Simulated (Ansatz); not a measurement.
Start from `C#CC(C)OC` and change one atom or group to get `COC(C)S`.

Ansatz, PBE0-D4/def2-TZVP geometries, multiplicity 1. Each molecule was computed in one conformer, which needn't be the lowest.

```csv
property,`C#CC(C)OC`
HOMO energy (ωB97M-V/def2-TZVPP) / eV,-10.11
HOMO energy (B3LYP/def2-TZVPP) / eV,-7.50
HOMO energy (PBE/def2-TZVPP) / eV,-6.14
size of the dipole moment (ωB97M-V/def2-TZVPP) / D,0.96
HOMO–LUMO gap (PBE/def2-TZVPP) / eV,5.80
LUMO energy (PBE0/def2-TZVPP) / eV,0.71
```

Question: Give the same properties after the change, and the shifts. (An estimate is asked.)

Answer: The calculation gave: 
```
                                          property  `COC(C)S`  shift
             HOMO energy (ωB97M-V/def2-TZVPP) / eV      -9.29   0.82
               HOMO energy (B3LYP/def2-TZVPP) / eV      -6.78   0.72
                 HOMO energy (PBE/def2-TZVPP) / eV      -5.75   0.39
size of the dipole moment (ωB97M-V/def2-TZVPP) / D       0.83  -0.13
               HOMO–LUMO gap (PBE/def2-TZVPP) / eV       5.34  -0.46
                LUMO energy (PBE0/def2-TZVPP) / eV       0.55  -0.16
```

With PBE0 the HOMO rises by 0.72 eV and the LUMO falls by 0.16 eV, so the gap narrows by about 0.88 eV. PBE moves the HOMO by 0.39 eV and ωB97M-V by 0.82 eV. Dipoles are sizes alone; their direction can turn.

B3LYP here is the variant with VWN-RPA as its local correlation; programs differ in this.
